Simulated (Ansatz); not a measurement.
Calculation: frozen-core CCSD(T)/cc-pVTZ // PBE-D3(BJ)/def2-TZVP run with Ansatz (a first-principles code).

Ansatz 0.2 input:
```yaml
crystal:
  periodic: [false, false, false]
  atoms:
    - { symbol: S, position_ang: [0.678604, -0.000003, -0.000002] }
    - { symbol: H, position_ang: [-0.678604, 0.000003, 0.000002] }
basis:
  gaussian: { orbitals: cc-pVTZ }
correlation:
  method: ccsd_t
magnetization:
  spin_polarized: true
  initial_magnetization: 1
```

Output:

```
Functional definition: HF
269 factors; integrals over basis functions are off by at most 1.3e-3 eV
mean field evaluation 1: about -10832.5726 eV, gradient 6.6e0 eV
mean field evaluation 2: about -10832.5736 eV, gradient 6.6e0 eV
mean field evaluation 4: about -10832.9742 eV, gradient 8.3e-1 eV
mean field evaluation 8: about -10832.9826 eV, gradient 1.3e-3 eV
mean field evaluation 16: about -10832.0916 eV, gradient 9.2e0 eV
mean field evaluation 32: about -10832.9823 eV, gradient 1.3e-1 eV
mean field -10832.98255546 eV, -398.1047660539 hartree, gradient 8.8e-6 eV, S^2 0.763122; 2 other end points of the search recorded, 0 dependent functions left out
5 core orbitals not correlated
reference -10832.98255546 eV, -398.1047660539 hartree; 4, 3 occupied and 39, 40 virtual orbitals, 269 factors
second order -4.11992316 eV of doubles, -0.00000000 eV of singles
cycle   1  -4.61920481 eV  change   -5.0e-1 eV  update   4.7e-2
cycle   2  -4.78310138 eV  change   -1.6e-1 eV  update   1.6e-2
cycle   3  -4.79265294 eV  change   -9.6e-3 eV  update   4.1e-3
cycle   4  -4.79276379 eV  change   -1.1e-4 eV  update   1.1e-3
cycle   5  -4.79246692 eV  change    3.0e-4 eV  update   4.0e-4
cycle   6  -4.79255517 eV  change   -8.8e-5 eV  update   1.2e-4
cycle   7  -4.79257447 eV  change   -1.9e-5 eV  update   3.6e-5
cycle   8  -4.79257106 eV  change    3.4e-6 eV  update   1.1e-5
cycle   9  -4.79256967 eV  change    1.4e-6 eV  update   2.7e-6
perturbative correction -0.16671277 eV, -0.0061265813 hartree
Total energy: -10837.94183790 eV, -398.2870163219 hartree
```

Cost: around 1.4 core-seconds (rough).
